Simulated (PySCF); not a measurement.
**BNH2 (SMILES B[N]): UCCSD(T)/STO-3G**

Aim: the energy change on altering one bond length of BNH2 at UCCSD(T)/STO-3G, from 2 runs. The job is set up through a Python script.

The calculation is run with PySCF 2.14.0.

11 further runs of the same task are left out: 4 that didn't finish, 7 set aside as unsound or not needed.

**1. The system as given**

BNH2: 4 atoms, total charge 0, spin state triplet. As SMILES, `B[N]`. Geometry: relaxed at GFN2-xTB.

Bond lengths: B1–N2 1.312 Å, B1–H3 1.184 Å, B1–H4 1.184 Å. Angles: N2–B1–H3 118.7°, N2–B1–H4 118.7°, H3–B1–H4 122.6°.

**2. The energy at UCCSD(T)/STO-3G**

Input file mol.xyz:

```xyz
4

B     -0.035750     0.006580    -0.023930
N      1.041780    -0.191660     0.697680
H     -1.056920    -0.473990     0.334600
H      0.050890     0.659060    -1.008340
```

Input file run.py:

```python
from pyscf import gto, scf, cc

mol = gto.M(
    atom='mol.xyz',
    spin=2,
    max_memory=1860,
    charge=0,
    verbose=4,
    basis='sto-3g',
)

mf = scf.UHF(mol)
mf.conv_tol = 1e-10
mf.kernel()
if not mf.converged:
    mf = mf.newton().run(mf.mo_coeff, mf.mo_occ)

mycc = cc.CCSD(mf, frozen=2)
mycc.kernel()
e_t = mycc.ccsd_t()
energy = mycc.e_tot + e_t
print('E = %.10f Eh' % energy)
```

Started as:

```sh
$ OMP_NUM_THREADS=1 python run.py
```

Log:

```text
PySCF version 2.14.0

[INPUT] num. atoms = 4
[INPUT] num. electrons = 14
[INPUT] charge = 0
[INPUT] spin (= nelec alpha-beta = 2S) = 2
[INPUT] symmetry False subgroup None
[INPUT] Mole.unit = angstrom
[INPUT] Symbol           X                Y                Z      unit          X                Y                Z       unit  Magmom
[INPUT]  1 B     -0.035750000000   0.006580000000  -0.023930000000 AA   -0.067557708953   0.012434397900  -0.045221146161 Bohr   0.0
[INPUT]  2 N      1.041780000000  -0.191660000000   0.697680000000 AA    1.968678882049  -0.362184909034   1.318424122587 Bohr   0.0
[INPUT]  3 H     -1.056920000000  -0.473990000000   0.334600000000 AA   -1.997289335575  -0.895711285783   0.632302361279 Bohr   0.0
[INPUT]  4 H      0.050890000000   0.659060000000  -1.008340000000 AA    0.096168162479   1.245442899656  -1.905486440444 Bohr   0.0

nuclear repulsion = 22.289479014901
number of shells = 8
number of NR pGTOs = 36
number of NR cGTOs = 12
basis = sto-3g
ecp = {}

******** <class 'pyscf.scf.uhf.UHF'> ********
method = UHF
initial guess = minao
damping factor = 0
level_shift factor = 0
DIIS = <class 'pyscf.scf.diis.CDIIS'>
diis_start_cycle = 1
diis_space = 8
diis_damp = 0
SCF conv_tol = 1e-10
SCF conv_tol_grad = None
SCF max_cycles = 50
direct_scf = True
direct_scf_tol = 1e-13
number electrons alpha = 8  beta = 6
Set gradient conv threshold to 1e-05
init E= -79.0802626369645
[... the frontier-level lines of each cycle are left out ...]


cycle= 1 E= -79.1316336138897  delta_E= -0.0514  |g|= 0.203  |ddm|= 1.79
cycle= 2 E= -79.1775644587545  delta_E= -0.0459  |g|= 0.0759  |ddm|= 0.307
cycle= 3 E= -79.1852511882863  delta_E= -0.00769  |g|= 0.0294  |ddm|= 0.138
cycle= 4 E= -79.1869731050363  delta_E= -0.00172  |g|= 0.00946  |ddm|= 0.0697
cycle= 5 E= -79.1871591895348  delta_E= -0.000186  |g|= 0.00269  |ddm|= 0.0277
cycle= 6 E= -79.1871758913606  delta_E= -1.67e-05  |g|= 0.00062  |ddm|= 0.0104
cycle= 7 E= -79.1871764214862  delta_E= -5.3e-07  |g|= 0.000115  |ddm|= 0.00173
cycle= 8 E= -79.1871764453643  delta_E= -2.39e-08  |g|= 5.36e-05  |ddm|= 0.000316
cycle= 9 E= -79.1871764506353  delta_E= -5.27e-09  |g|= 1e-05  |ddm|= 0.000211
cycle= 10 E= -79.187176450837  delta_E= -2.02e-10  |g|= 2.15e-06  |ddm|= 3.61e-05
cycle= 11 E= -79.1871764508456  delta_E= -8.54e-12  |g|= 2.54e-07  |ddm|= 7.01e-06
Extra cycle  E= -79.1871764508456  delta_E= -1.42e-14  |g|= 1.15e-07  |ddm|= 4.93e-07
converged SCF energy = -79.1871764508456  <S^2> = 2.0062017  2S+1 = 3.0041316

******** <class 'pyscf.cc.uccsd.UCCSD'> ********
CC2 = 0
CCSD nocc = (np.int64(6), np.int64(4)), nmo = (10, 10)
frozen orbitals 2
max_cycle = 50
direct = 0
conv_tol = 1e-07
conv_tol_normt = 1e-06
diis_space = 6
diis_start_cycle = 0
diis_start_energy_diff = 1e+09
Init t2, MP2 energy = -0.0457700237621589
Init E_corr(UCCSD) = -0.0457700237621694
cycle = 1  E_corr(UCCSD) = -0.0581239785339371  dE = -0.0123539548  norm(t1,t2) = 0.0493895
cycle = 2  E_corr(UCCSD) = -0.0625729553337001  dE = -0.0044489768  norm(t1,t2) = 0.0243543
cycle = 3  E_corr(UCCSD) = -0.0663791651581766  dE = -0.00380620982  norm(t1,t2) = 0.0142224
cycle = 4  E_corr(UCCSD) = -0.066325092415006  dE = 5.40727432e-05  norm(t1,t2) = 0.00445233
cycle = 5  E_corr(UCCSD) = -0.0663857505423658  dE = -6.06581274e-05  norm(t1,t2) = 0.00107657
cycle = 6  E_corr(UCCSD) = -0.066372966619518  dE = 1.27839228e-05  norm(t1,t2) = 0.000282931
cycle = 7  E_corr(UCCSD) = -0.0663742966419531  dE = -1.33002244e-06  norm(t1,t2) = 0.000103641
cycle = 8  E_corr(UCCSD) = -0.0663771154144222  dE = -2.81877247e-06  norm(t1,t2) = 3.43506e-05
cycle = 9  E_corr(UCCSD) = -0.0663782772959714  dE = -1.16188155e-06  norm(t1,t2) = 1.5046e-05
cycle = 10  E_corr(UCCSD) = -0.0663776028268041  dE = 6.74469167e-07  norm(t1,t2) = 5.25403e-06
cycle = 11  E_corr(UCCSD) = -0.0663774509895914  dE = 1.51837213e-07  norm(t1,t2) = 1.60007e-06
cycle = 12  E_corr(UCCSD) = -0.0663774667686319  dE = -1.57790405e-08  norm(t1,t2) = 1.03476e-06
cycle = 13  E_corr(UCCSD) = -0.0663774873244625  dE = -2.05558305e-08  norm(t1,t2) = 7.86566e-07
UCCSD converged
E(UCCSD) = -79.25355393817006  E_corr = -0.06637748732446246
UCCSD(T) correction = -0.000909069517161795
E = -79.2544630077 Eh
```

Wall time 0.78 s (1 thread of Arm Neoverse V1, shared host); peak memory 0.1 GiB.

**3. The distorted shape at the same level**

Input file input.py:

```python
from pyscf import gto, cc

molecule = gto.M(
    atom='''
B     -0.574552     0.105707    -0.384760
N      1.041780    -0.191660     0.697680
H     -1.595722    -0.374863    -0.026230
H     -0.487912     0.758187    -1.369170
''',
    spin=2,
    verbose=3,
    basis='sto-3g',
    max_memory=1860,
)

mf = molecule.UHF()
mf.conv_tol = 1e-10
mf.kernel()
if not mf.converged:
    mf = mf.newton().run(mf.mo_coeff, mf.mo_occ)

mycc = cc.CCSD(mf, frozen=2)
mycc.kernel()
e_t = mycc.ccsd_t()
e_tot = mycc.e_tot + e_t
print('Final energy', e_tot)
```

Started as:

```sh
$ OMP_NUM_THREADS=1 python input.py
```

Log:

```text
WARN: HOMO -0.104290751087496 >= LUMO -0.118850419962371

converged SCF energy = -79.1648502048471  <S^2> = 2.2741221  2S+1 = 3.1774972
E(UCCSD) = -79.24033491401231  E_corr = -0.07548470916517759
UCCSD(T) correction = -0.000797620766053866
Final energy -79.24113253477836
```

Wall time 0.95 s (1 thread of Arm Neoverse V1, shared host); peak memory 0.12 GiB.

**4. Summary of results**

Level: UCCSD(T)/STO-3G, 2 core orbitals frozen.

| quantity | value |
| --- | --- |
| first shape: total energy | -79.25446 Eh |
| first shape: dipole moment (Hartree–Fock density) | 0.88 D |
| first shape: HOMO energy (Hartree–Fock orbitals) (highest over α and β) | -10.41 eV |
| first shape: LUMO energy (Hartree–Fock orbitals) (lowest over α and β) | 3.13 eV |
| first shape: correlation energy (2 core orbitals frozen) | -67.3 mEh |
| first shape: (T) correction | -0.91 mEh |
| first shape: ⟨S²⟩ of the reference determinant | 2.006 |
| first shape: T1 diagnostic | 0.017 |
| distorted shape: total energy | -79.24113 Eh |
| distorted shape: dipole moment (Hartree–Fock density) | 1.03 D |
| distorted shape: HOMO energy (Hartree–Fock orbitals) (highest over α and β) | -7.77 eV |
| distorted shape: LUMO energy (Hartree–Fock orbitals) (lowest over α and β) | 5.56 eV |
| distorted shape: correlation energy (2 core orbitals frozen) | -76.3 mEh |
| distorted shape: (T) correction | -0.80 mEh |
| distorted shape: ⟨S²⟩ of the reference determinant | 2.274 |
| distorted shape: T1 diagnostic | 0.045 |
| energy change with the B1–N2 bond stretched from 1.312 to 1.968 Å | 0.363 eV |

**Reading.** With the B1–N2 bond stretched from 1.312 to 1.968 Å the energy rises by 0.36 eV (35.0 kJ/mol). The first shape isn't relaxed at this level, so the change isn't measured from a minimum. The minimal basis adds a large error of its own. Mulliken charges (first shape) of the mean-field density run from -0.17 on N2 to +0.27 on B1; they depend strongly on the basis. The triples (first shape) make up 1.4 % of the correlation energy. ⟨S²⟩ (distorted shape) is 2.27 where a pure triplet has 2.00: the reference is spin-contaminated. The T1 diagnostic (distorted shape) of 0.045 is above the customary mark for such species, so a single reference may not serve. Mulliken charges (distorted shape) of the mean-field density run from -0.09 on N2 to +0.21 on B1; they depend strongly on the basis.
